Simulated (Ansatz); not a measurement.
# N4O2: the cost of one run

Computed with Ansatz 0.2.0 (the levels named in each step, unless a step's input says otherwise).

## 1. The system as given

Bond lengths: N1–N2 1.106 Å, N2–O3 1.149 Å, N4–N5 1.105 Å, N5–O6 1.151 Å. Angles: N1–N2–O3 179.9°, N4–N5–O6 179.1°.

As a file:

```xyz
6

N     0.5731   -0.8000    0.1211
N     1.5046   -0.9029    0.7084
O     2.4719   -1.0118    1.3181
N    -2.2424    0.1244   -1.2819
N    -1.5946    0.8607   -0.7727
O    -0.9316    1.6403   -0.2456
```

## 2. A rough first relaxation, PBE-D4/def2-SVP

input.yaml

```yaml
crystal:
  periodic: [false, false, false]
  atoms:
    - { symbol: "N", position_ang: [0.5731, -0.80003, 0.12108] }
    - { symbol: "N", position_ang: [1.50459, -0.90292, 0.70842] }
    - { symbol: O, position_ang: [2.47188, -1.01185, 1.31814] }
    - { symbol: "N", position_ang: [-2.24242, 0.12439, -1.28187] }
    - { symbol: "N", position_ang: [-1.59464, 0.86066, -0.77272] }
    - { symbol: O, position_ang: [-0.93164, 1.64033, -0.24563] }
basis:
  gaussian: { orbitals: def2-SVP }
hamiltonian:
  xc: pbe
  dispersion: d4
relax:
  f_tol: 0.03
  max_steps: 200
```

Launch:

```
> ansatz run input.yaml --threads 4 --pin off --max-ram 10240MiB --backend cpu --events-out ev --progress --plain --runs-dir out
```

What time and memory should one allow on 4 threads of AMD EPYC (Zen 3), shared host?

About 17 s, with a peak of 0.12 GiB.
